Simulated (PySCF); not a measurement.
Molecule: `Fc1cccs1`, C4H3FS.

Bonds (- single, = double, # triple, : aromatic): F1-C2 1.319 Å, C2:C3 1.363 Å, C3:C4 1.427 Å, C4:C5 1.367 Å, C5:S6 1.725 Å, S6:C2 1.729 Å. C3 carries H7; C4 carries H8; C5 carries H9.

Geometry PBE0-D3(BJ)/def2-SVP throughout; GIAO in PySCF, gas phase, one conformer, non-relativistic; equivalent atoms averaged; basis pcSseg-2.

Task: How do the absolute shieldings σ depend on the functional? (ppm; last column core-seconds on shared hosts with different chips, so compare them loosely)

Result: 
```tsv
functional	kind	F1	C2	C4	C5	C3	S6	H8	H9	H7	core-s
HF	Hartree–Fock	352.5	10.0	58.4	65.9	80.0	354.7	24.74	24.92	25.05	27
LDA	LDA	291.7	-7.5	45.4	56.0	63.9	246.9	23.89	24.21	24.15	50
PBE	GGA	289.5	-2.6	49.4	60.1	67.8	280.1	24.34	24.69	24.64	63
BLYP	GGA	291.3	-9.5	44.9	54.6	63.5	255.9	24.61	24.94	24.88	62
BP86	GGA	290.9	-2.7	49.4	59.8	67.7	275.1	24.42	24.76	24.71	62
OPBE	GGA	290.3	10.9	58.9	70.0	76.5	324.7	24.30	24.66	24.65	62
KT2	GGA	295.3	8.9	60.4	70.5	78.1	328.5	24.43	24.77	24.69	39
KT3	GGA	295.1	10.1	60.6	70.4	78.2	333.4	24.60	24.94	24.89	39
B97-D	GGA	296.0	1.3	52.9	62.5	71.0	287.1	24.62	24.95	24.91	37
B3LYP	global hybrid	306.8	-6.3	46.9	55.5	65.8	270.1	24.56	24.82	24.82	27
PBE0	global hybrid	308.3	1.2	51.8	61.2	70.6	297.9	24.34	24.60	24.63	27
mPW1PW91	global hybrid	308.4	0.2	50.9	60.1	69.7	292.9	24.40	24.66	24.69	44
WP04	global hybrid	306.4	-13.6	39.5	45.4	57.0	245.2	24.97	25.12	25.22	27
B97-2	global hybrid	308.3	3.7	53.9	63.1	72.4	304.5	24.50	24.77	24.79	28
BHandHLYP	global hybrid	326.9	-1.2	50.3	57.9	70.0	295.6	24.56	24.75	24.82	28
CAM-B3LYP	range-separated hybrid	316.3	-6.4	47.1	55.1	66.7	273.2	24.46	24.65	24.72	38
wB97X-D	range-separated hybrid	312.8	-1.1	50.1	58.7	69.5	291.0	24.45	24.65	24.76	38
LC-wPBE	range-separated hybrid	318.5	-2.0	49.3	57.8	69.5	296.1	24.36	24.50	24.69	54
```

Task: Which nucleus moves most, in ppm?

Result: S6 (aromatic ring sulfur): from 245.2 ppm with WP04 to 354.7 ppm with HF. The smallest spread is 0.91 ppm, at H9. Proton shifts span only some 12 ppm, so a few tenths of a ppm matter as much there as several ppm in carbon.
